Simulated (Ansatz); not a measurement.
# BH2F (SMILES BF): functionals against CCSD(T) at one geometry

The task here is to estimate one member of a computed series from the others.

The runs use Ansatz 0.2.0, Gaussian basis; single points in def2-TZVPP.

Correlated methods freeze the cores.

## The system as given

4 atoms, charge 0, spin multiplicity 1.

Atoms are counted from 1 here; the program's logs count them from 0.

Bond lengths: B1–F2 1.413 Å, B1–H3 1.226 Å, B1–H4 1.096 Å. Angles: F2–B1–H3 111.2°, F2–B1–H4 117.6°, H3–B1–H4 131.1°.

Geometry (Å):

```csv
atom,x (Å),y (Å),z (Å)
B1,-0.0362,0.0507,-0.0568
F2,1.1373,-0.2798,0.6569
H3,-0.9579,-0.7055,0.2302
H4,0.0290,0.8597,-0.7936
```

Set-up of the first run:

Contents of run/in.yaml:

```yaml
crystal:
  periodic: [false, false, false]
  atoms:
    - {symbol: B, position_ang: [-0.036200, 0.050700, -0.056800]}
    - {symbol: F, position_ang: [1.137300, -0.279800, 0.656900]}
    - {symbol: H, position_ang: [-0.957900, -0.705500, 0.230200]}
    - {symbol: H, position_ang: [0.029000, 0.859700, -0.793600]}
basis:
  gaussian: {orbitals: def2-TZVPP}
correlation: {method: ccsd_t}
output: {forces: true}
```

The command line of these runs was not kept.

Among the steps run: CCSD(T)/def2-TZVPP; PBE0-D4/def2-TZVPP; wB97M-V/def2-TZVPP; r2SCAN-D4/def2-TZVPP; PBE-D4/def2-TZVPP; BHLYP-D4/def2-TZVPP; CAM-B3LYP-D4/def2-TZVPP.

One table of the session follows, with a row left open; its other results are not shown here.

| method | RMS force component (eV/Å) | angle to CCSD(T) forces (°) | dipole (D) |
| --- | --- | --- | --- |
| CCSD(T) | 1.995 | reference | 1.36 |
| PBE0-D4 | 2.055 | 1.6 | 1.33 |
| wB97M-V | ? | ? | ? |
| r2SCAN-D4 | 1.992 | 0.8 | 1.25 |
| PBE-D4 | 1.920 | 4.1 | 1.15 |
| BHLYP-D4 | 2.090 | 4.6 | 1.50 |
| CAM-B3LYP-D4 | 2.016 | 1.8 | 1.38 |

**Question.** Estimate the row for wB97M-V.

As computed: RMS force component (eV/Å): 1.952; angle to CCSD(T) forces (°): 1.2; dipole (D): 1.32. In the column «RMS force component (eV/Å)» it lies between PBE-D4 (1.920) and r2SCAN-D4 (1.992).
